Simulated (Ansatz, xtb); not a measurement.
Worked example: NaCl + BH(CH3)(SH) → NaSH + BH(CH3)Cl

Species: NaCl, singlet; BH(CH3)(SH), singlet; NaSH `[Na][SH]`, singlet; BH(CH3)Cl, singlet. The partners trade Cl for SH: Na–Cl and B–SH bonds give way to Na–SH and B–Cl.

Shapes, held fixed at every level: PBE0-D4/def2-TZVP. Flexible molecules stand in one conformer, not always the lowest. Programs: Ansatz 0.2.0, xtb 6.7.1, xtb 6.7.1 later snapshot. The zero-point and thermal change to 298 K, harmonic and unscaled (PBE0-D4/def2-TZVP), is -4.4 kJ/mol.

At CCSD(T)/def2-TZVPP; 1 Eh = 2625.50 kJ/mol:

```
    species  energy (Eh)
       NaCl  -621.834366
BH(CH3)(SH)  -463.586853
       NaSH  -560.405053
  BH(CH3)Cl  -524.988618
```

**Question.** Work out ΔH(298 K) of the reaction at this level.

**Answer.** 
1. Products less reactants: (-560.405053) + (-524.988618) − [(-621.834366) + (-463.586853)] = 0.027548 Eh = +72.3 kJ/mol.
2. With the thermal change: +72.3 + (-4.4) = +67.9 kJ/mol.

Other levels give +67.8 (wB97M-V/def2-TZVPP) to +74.6 kJ/mol (HF/def2-SVP). No measured value is set beside it here. Correlated rows may include outer-core shells of Na, which these sets cover unevenly.
